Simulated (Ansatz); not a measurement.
Isolated molecules relaxed with PBE0-D4/def2-TZVP in Ansatz; ΔE leaves out vibrations. CCSD(T)/CBS adds triple-zeta CCSD(T) − MP2 to the extrapolated MP2 energy (def2 sets, frozen cores). DFT in def2-TZVPP. Each species was taken in one conformer, which may not be the lowest.

Consider the isomerisation: `N/C(F)=C\O` → `FC1NCO1`.

```csv
level,ΔE (kJ/mol)
LDA (SPW92),43.2
ωB97X-V,23.6
ωB97M-V,35.4
PBE-QIDH,26.7
BHLYP,38.8
LC-ωPBE,21.7
HF/def2-SVP,24.4
CCSD/def2-SVP,30.6
```

What does CCSD(T)/CBS give? (Estimate.)

Ansatz gave: +38.9 kJ/mol. The listed levels differ from it by 4.3, -15.3, -3.5, -12.2, -0.1, -17.2, -14.5, -8.3 kJ/mol.

Largest T1 diagnostic among the species: 0.012.

From r2SCAN to r2SCAN0 (25 % exact exchange), in def2-TZVPP and without D4, ΔE moves by −7.4 kJ/mol. Leaving LDA and LC-ωPBE aside and taking each functional with its dispersion term where it has one, the values, not all of them listed here, spread over 35.9 kJ/mol, from ωB97X-V to BLYP-D4. At CCSD(T), def2-SVP lies −5.9 kJ/mol from the extrapolated value and def2-TZVPP −5.3 kJ/mol.
